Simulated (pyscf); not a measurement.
## Substitution at N: F–GeH₂• + NH₃ → H₂N–GeH₂–F + H•

Gas phase, doublet surface, charge 0. Bonds broken: N5–H6. Bonds formed: Ge1–N5. Optimised with ωB97X-D3(BJ)/def2-SVP in PySCF.

Transition state (Å):

```xyz
8

Ge    -0.1281     0.6227    -0.2992
F      1.6177     0.5775    -0.3170
H     -0.5443     1.8606     0.5052
H     -0.4870     0.7072    -1.8027
N     -0.4137    -0.9296     0.8596
H      0.1745    -1.4600     2.0135
H     -1.3832    -0.9033     1.1923
H     -0.3574    -1.7771     0.2846
```

One imaginary mode, 1636i cm⁻¹; descent along it reached the two sides named, in the forms told below.

```csv
bond,change,reactant side (Å),saddle,product side
N5–H6,breaks,1.020,1.400,3.5
Ge1–N5,forms,2.553,1.958,1.809
```

Electronic energies relative to the separated reactants (kcal/mol):

```tsv
level	barrier	reaction energy	reverse barrier
ωB97X-D3(BJ)/def2-TZVP	31.0	+15.0	16.1
PBE/def2-TZVP	23.7	+19.7	3.9
r²SCAN/def2-TZVP	24.8	+19.1	5.7
B3LYP-D3(BJ)/def2-TZVP	27.6	+20.8	6.8
PBE0-D3(BJ)/def2-TZVP	26.6	+17.4	9.2
M06-2X/def2-TZVP	30.8	+16.6	14.2
ωB97M-D3(BJ)/def2-TZVP	32.6	+19.0	13.6
HF/def2-TZVP	45.3	+14.0	31.3
```

With ωB97M-D3(BJ)/def2-TZVP energies and thermal terms (ideal gas, 1 atm, RRHO with modes under 100 cm⁻¹ raised to 100, one conformer, R ln 2 for chiral ones without a mode under 150 cm⁻¹), in kcal/mol:

```csv
T (K),ΔH‡,ΔG‡,ΔH,ΔG
298,29.2,39.3,+15.2,+18.5
600,29.8,49.5,+16.6,+21.4
900,30.9,59.0,+18.2,+23.4
1200,32.0,68.3,+19.6,+24.9
```

On the reactant side the descent ends in a complex, 7.0 kcal/mol under the separated species and 38.0 kcal/mol under the saddle at ωB97X-D3(BJ)/def2-TZVP. One saddle was located; it need not be the lowest between these sides. The angle at the attacked N is 137°. Elements up to Kr have no core potential and no relativistic terms here.
